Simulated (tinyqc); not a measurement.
A ladder of methods, and size consistency: correlation methods against full CI in the sto-3g basis, for H2O, spin multiplicity 1. Computed by the program tinyqc with PySCF. 

Geometry (angstrom):
```
atom       x        y       z
O     0.0000   0.0000  0.0000
H     0.0000   0.7660  0.6980
H     0.0000  -0.7270  0.6620
```

RHF energy of one = -74.962693 hartree

All electrons correlated; +Q is the Davidson correction (1 - c0^2) E_corr. The last columns treat two copies 100 angstrom apart as one system. FCI is the lowest singlet.

Correlation energies (hartree):
```
method   E_corr of one  share of FCI (%)  E_corr of two at 100 angstrom  two minus twice one (mhartree)
MP2          -0.041726           71.4644                      -0.083453                          0.0000
CISD         -0.057357           98.2352                      -0.111227                          3.4874
CISD+Q       -0.059216          101.4180                      -0.117779                          0.6526
CCSD         -0.058251           99.7650                      -0.116501                          0.0000
CCSD(T)      -0.058318           99.8806                      -0.116636                          0.0000
FCI          -0.058388          100.0000                              -                               -
```

MP2 recovers 71 %, CISD 98.2 % and CCSD 99.8 % of the FCI value (c0^2 = 0.968 in CISD). MP2 and coupled cluster are size consistent, so their last column vanishes; CISD loses 3.49 mhartree, since a double excitation on each copy is a quadruple of the pair, and the Davidson correction leaves +0.65.
